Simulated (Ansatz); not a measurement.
C$_{2}$H$_{2}$F (SMILES C=[C+]F) (charge +1), closed shell: a relaxation.

Input (in.yaml):

```yaml
crystal:
  periodic: [false, false, false]
  atoms:
    - {symbol: C, position_ang: [-0.190709, 0.204174, -0.269543]}
    - {symbol: C, position_ang: [0.366039, -0.355949, 0.445157]}
    - {symbol: F, position_ang: [0.839107, -1.074885, 1.488213]}
    - {symbol: H, position_ang: [-0.513986, -0.198918, -1.416149]}
    - {symbol: H, position_ang: [-0.507543, 1.335910, -0.353934]}
basis:
  gaussian: {orbitals: cc-pVDZ}
total_charge: 1
hamiltonian: {xc: {name: B3LYP}, dispersion: d4}
relax: {f_tol: 0.05, max_steps: 5, max_displacement: 0.2}
```

Launched with

```bash
ansatz run in.yaml --threads 2 --pin off --events-out ev --progress --plain --max-ram 3481MiB
```

Output of Ansatz 0.2.0:

```
Functional definition: B3LYP
  name "B3LYP"
  cite "Stephens, Devlin, Chabalowski & Frisch, J. Phys. Chem. 98, 11623 (1994) doi:10.1021/j100096a001"
  cite "Becke, Phys. Rev. A 38, 3098 (1988) doi:10.1103/PhysRevA.38.3098"
  cite "Lee, Yang & Parr, Phys. Rev. B 37, 785 (1988) doi:10.1103/PhysRevB.37.785"
  cite "Vosko, Wilk & Nusair, Can. J. Phys. 58, 1200 (1980) doi:10.1139/p80-159"
  parameter a0 = 0.2
  parameter ax = 0.72
  parameter ac = 0.81
  exchange = (1 - a0 - ax)*slater_x + ax*b88_x + a0*exact_x
  correlation = (1 - ac)*vwn_rpa_c + ac*lyp_c
549 factors; integrals over basis functions are off by at most 2.2e-4 eV
mean field evaluation 1: about -4799.8089 eV, gradient 6.2e1 eV
mean field evaluation 2: about -4794.2592 eV, gradient 8.6e1 eV
mean field evaluation 4: about -4808.3425 eV, gradient 2.8e0 eV
mean field evaluation 8: about -4808.3618 eV, gradient 5.9e-2 eV
mean field -4808.36183972 eV, -176.7040383850 hartree, gradient 4.5e-5 eV, S^2 0.000000; 0 other end points of the search recorded, 0 dependent functions left out
the calculation of the forces begins
reference -4808.36198170 eV, -176.7040436027 hartree; 11, 11 occupied and 41, 41 virtual orbitals, 549 factors
relax step   1: F+E_penalty+E_count = -4808.41913783 eV  Δ(F+E_penalty+E_count) = +0.000e0 eV  max|allowed force component| = 2.418e1 eV/Å  Δτ_max = 0.0000 Å  (23 SCF iters, accepted)
these checks for a lower state are left out or cut short: starts, cluster_reference, orbital_swaps, neighbouring_geometries, increment
549 factors; integrals over basis functions are off by at most 2.1e-4 eV
mean field evaluation 16: about -4811.3218 eV, gradient 9.9e-1 eV
mean field -4811.32920583 eV, -176.8130870784 hartree, gradient 3.0e-5 eV, S^2 0.000000; 0 other end points of the search recorded, 0 dependent functions left out
the calculation of the forces begins
reference -4811.32934636 eV, -176.8130922425 hartree; 11, 11 occupied and 41, 41 virtual orbitals, 549 factors
relax step   2: F+E_penalty+E_count = -4811.38594252 eV  Δ(F+E_penalty+E_count) = -2.967e0 eV  max|allowed force component| = 2.467e0 eV/Å  Δτ_max = 0.1308 Å  (31 SCF iters, accepted)
these checks for a lower state are left out or cut short: starts, cluster_reference, orbital_swaps, neighbouring_geometries, increment
549 factors; integrals over basis functions are off by at most 2.2e-4 eV
mean field -4811.43453907 eV, -176.8169580035 hartree, gradient 3.5e-5 eV, S^2 0.000000; 0 other end points of the search recorded, 0 dependent functions left out
the calculation of the forces begins
reference -4811.43467965 eV, -176.8169631696 hartree; 11, 11 occupied and 41, 41 virtual orbitals, 549 factors
relax step   3: F+E_penalty+E_count = -4811.49145521 eV  Δ(F+E_penalty+E_count) = -1.055e-1 eV  max|allowed force component| = 1.273e0 eV/Å  Δτ_max = 0.1907 Å  (29 SCF iters, accepted)
these checks for a lower state are left out or cut short: starts, cluster_reference, orbital_swaps, neighbouring_geometries, increment
549 factors; integrals over basis functions are off by at most 2.2e-4 eV
mean field evaluation 32: about -4811.6251 eV, gradient 1.8e-5 eV
mean field -4811.62512712 eV, -176.8239619848 hartree, gradient 1.8e-5 eV, S^2 0.000000; 0 other end points of the search recorded, 0 dependent functions left out
the calculation of the forces begins
reference -4811.62526674 eV, -176.8239671159 hartree; 11, 11 occupied and 41, 41 virtual orbitals, 549 factors
relax step   4: F+E_penalty+E_count = -4811.68237395 eV  Δ(F+E_penalty+E_count) = -1.909e-1 eV  max|allowed force component| = 9.730e-1 eV/Å  Δτ_max = 0.1421 Å  (27 SCF iters, accepted)
these checks for a lower state are left out or cut short: starts, cluster_reference, orbital_swaps, neighbouring_geometries, increment
549 factors; integrals over basis functions are off by at most 2.3e-4 eV
mean field -4811.64110991 eV, -176.8245493417 hartree, gradient 2.9e-5 eV, S^2 0.000000; 0 other end points of the search recorded, 0 dependent functions left out
the calculation of the forces begins
reference -4811.64124954 eV, -176.8245544731 hartree; 11, 11 occupied and 41, 41 virtual orbitals, 549 factors
relax step   5: F+E_penalty+E_count = -4811.69835402 eV  Δ(F+E_penalty+E_count) = -1.598e-2 eV  max|allowed force component| = 1.308e-1 eV/Å  Δτ_max = 0.0235 Å  (23 SCF iters, accepted)
Error: geometry relaxation did not converge after 5 steps: max|allowed force component| = 1.31e-1 eV/Å (threshold 5.0e-2). Raise `relax.max_steps` over both its present limit and 5, loosen `relax.f_tol`, or start from a geometry closer to equilibrium. Where this run's directory can be resumed (`checkpoint.write`), a resume goes on for up to `relax.max_steps` more
```

The run took about 2.9 s on 2 CPU threads of an Arm Neoverse V1 (shared host).


The run did not converge within its limit.